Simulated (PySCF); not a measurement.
nitrogen (N2), SMILES N#N.

Coordinates come from a PBE0-D3(BJ)/def2-TZVPD optimisation.

Two levels are set side by side: TDA-PBE/def2-TZVPD (PySCF) and TDA-ωB97X/def2-TZVPD (PySCF). Vertical, same geometry. The lowest singlet is HOMO→LUMO+1 99 % with PBE and HOMO−1→LUMO+1 49 %, HOMO−2→LUMO 49 % with the other functional; states are paired by order. Differences are taken from unrounded values.

```csv
quantity,TDA-ωB97X
lowest singlet excitation (eV),9.52
lowest triplet excitation (TDA) (eV),7.83
first bright state (f over 0.05) (eV),13.81
its oscillator strength,0.14
```

What does TDA-PBE give, and how far is it from TDA-ωB97X? (Estimate from the structure and the level; the computed values follow.)


```json
[
 {"quantity": "lowest singlet excitation (eV)", "TDA-PBE": "9.38", "TDA-PBE minus TDA-ωB97X": "-0.14"},
 {"quantity": "lowest triplet excitation (TDA) (eV)", "TDA-PBE": "7.61", "TDA-PBE minus TDA-ωB97X": "-0.22"},
 {"quantity": "first bright state (f over 0.05) (eV)", "TDA-PBE": "12.50", "TDA-PBE minus TDA-ωB97X": "-1.31"},
 {"quantity": "its oscillator strength", "TDA-PBE": "0.24", "TDA-PBE minus TDA-ωB97X": "0.09"}
]
```

Rough cost on one machine, each run with all the roots and properties that it gave: TDA-ωB97X against TDA-PBE about 2 times.
